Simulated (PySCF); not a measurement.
## Vibration and rotation of HCl⁺

UHF-CCSD(T) constants of HCl⁺, ²Π (doublet), unpaired electrons π ↑ (basis H def2-TZVPPD, Cl def2-TZVPPD; no relativity; PySCF 2.14; masses 1.0078 and 34.9689 u):

| Property | Result |
| --- | --- |
| ωe | 2704.6 cm⁻¹ |
| ωexe | 55.8 cm⁻¹ |
| Be | 9.9746 cm⁻¹ |
| αe | 0.326 cm⁻¹ |
| De to H + Cl⁺ | 4.69 eV |

Task: What force constant and bond length do these constants imply?

Result: Reduced mass μred = 0.97959 u; k = 5.8918×10⁻⁷·μred·ωe² (u, cm⁻¹, mdyn/Å) = 4.22 mdyn/Å; Re = √(16.8576/(μred·Be)) (u, cm⁻¹, Å) = 1.313 Å.

Task: Estimate the centrifugal constant D from the Kratzer relation and find the Dunham coefficient a1.

Result: D = 4Be³/ωe² = 0.000543 cm⁻¹; a1 = −1 − αeωe/(6Be²) = -2.48.

Correlated steps freeze 5 core orbitals. For an ion De counts to the pair picked by the measured ionisation energies or electron affinities, which need not be the lowest pair at this level. The state is the lowest determinant that a PBE0 search found; another state may lie lower at other levels.
